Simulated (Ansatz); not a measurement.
# How far each method lies from full CI for B2H, doublet

Geometry: a point of a stretch scan, not a stationary point.

| atom | x (Å) | y (Å) | z (Å) |
| --- | --- | --- | --- |
| B | 0.0000 | 0.0000 | 0.2312 |
| B | 0.0000 | 0.0000 | -1.6398 |
| H | 0.0000 | 0.0000 | 1.4086 |

Basis cc-pVDZ; Ansatz 0.2.0. Correlated methods freeze the noble-gas cores, which leaves 7 electrons in 31 orbitals. R marks a restricted (for open shells ROHF) determinant, U an unrestricted one. Active spaces: pair = (3e, 3o) about the gap; valence = (7e, 9o) chosen from the atoms' valence shells.

Full CI is exact within this basis and frozen core; it isn't the basis-set limit. The frozen core follows each run's orbitals, which can shift R against U totals by a few meV.

For open shells CISD is restricted-active-space CI with the open shells as a complete middle space.

- UHF ⟨S²⟩: 1.457
- T1 diagnostic (RCCSD): 0.0236
- largest doubles amplitude (RCCSD): 0.087

| level | E − E(RHF) (eV) |
| --- | --- |
| RMP2 | -3.1297 |
| RCCSD | -4.2060 |
| RCCSD(T) | -4.3371 |

(1) Estimate how far full CI in cc-pVDZ lies from RCCSD(T). The table doesn't fix it; the size of (T) and the diagnostics are the guide.

(1) Full CI in cc-pVDZ lies 1.27 kcal/mol below RCCSD(T), which is 42 % of the (T) step (-3.02 kcal/mol). The diagnostics give no warning, yet the rest is a sizeable part of (T). The miss exceeds 1 kcal/mol.

The other levels:

```csv
level,E − E(full CI) (kcal/mol),share of correlation (%),wall time
CISD,10.48,89.65,0.7 s
BCCD(T),1.23,98.79,1.4 s
RCCSDT,0.24,99.76,–
RCCSDT(Q),0.06,99.94,5.5 s
RCCSDTQ,0.01,99.99,25 s (H100)
CASSCF (pair space),87.23,13.88,–
NEVPT2 (pair space),26.63,73.71,0.69 s
CASSCF (valence space),47.15,53.45,–
NEVPT2 (valence space),13.80,86.38,3 s
MRCISD (valence space),2.36,97.67,–
MRCISD+Q (valence space),0.41,99.60,3.6 s
```

The correlation energy at full CI, counted from RHF, is -4.392 eV. That run took 31 s on 2 threads of AMD EPYC 7R13 with a shared H100 80 GB, shared host over 35,359,296 determinants.

Run but not shown, since their state, orbitals or frozen core can't be matched to the reference's or they repeat it: UHF, UMP2, UCCSD, UCCSD(T), UCCSDT, UCCSDT(Q), UCCSDTQ.

Times hold each run's SCF and search for its determinant on a shared host, so for small cases they say little of a method's own cost; rows without a card ran on 1 thread of AMD EPYC 7R13.

The full-CI state has the irrep B1 of C2v, in the program's axes (one component, if the state is degenerate).

Natural occupations of full CI about the gap: 1.954 1.927 1.838 0.979 0.091 0.058 0.044 0.028 0.017 0.010; effectively unpaired electrons, Σ n²(2−n)², 1.17.
